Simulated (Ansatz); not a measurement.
Ansatz (an electronic-structure program) input:

Ansatz 0.2 input:
```yaml
crystal:
  periodic: [false, false, false]
  atoms:
    - {symbol: C, position_ang: [0.00321063, 1.07723153, 0.05140708]}
    - {symbol: C, position_ang: [-0.00311261, -1.04434114, -0.04983750]}
    - {symbol: C, position_ang: [-1.09975982, 0.06552535, -0.00413319]}
    - {symbol: C, position_ang: [1.10012885, 0.05829224, 0.01004195]}
    - {symbol: H, position_ang: [0.00642986, 2.15734776, 0.10295182]}
    - {symbol: H, position_ang: [0.00083048, -1.63620330, -0.96378666]}
    - {symbol: H, position_ang: [-0.01083500, -1.72051080, 0.80359931]}
    - {symbol: H, position_ang: [-1.75911514, 0.02859720, 0.87116926]}
    - {symbol: H, position_ang: [-1.74750663, 0.11249291, -0.88758417]}
    - {symbol: H, position_ang: [1.74789278, 0.01706635, 0.89376693]}
    - {symbol: H, position_ang: [1.75950128, 0.10096206, -0.86498650]}
basis:
  gaussian:
    orbitals: def2-TZVP
hamiltonian:
  xc: b3lyp
  dispersion: d3bj
magnetization: {spin_polarized: true, initial_magnetization: 1}
phonons: {temperatures: {t_min: 298.15, t_max: 298.15, t_step: 100}}
```

Problem. Which total energy does the run end on?

Solution. -156.61695 Eh (B3LYP-D3(BJ)/def2-TZVP). The basis has 166 functions.

It need not be the lowest isomer of its formula.
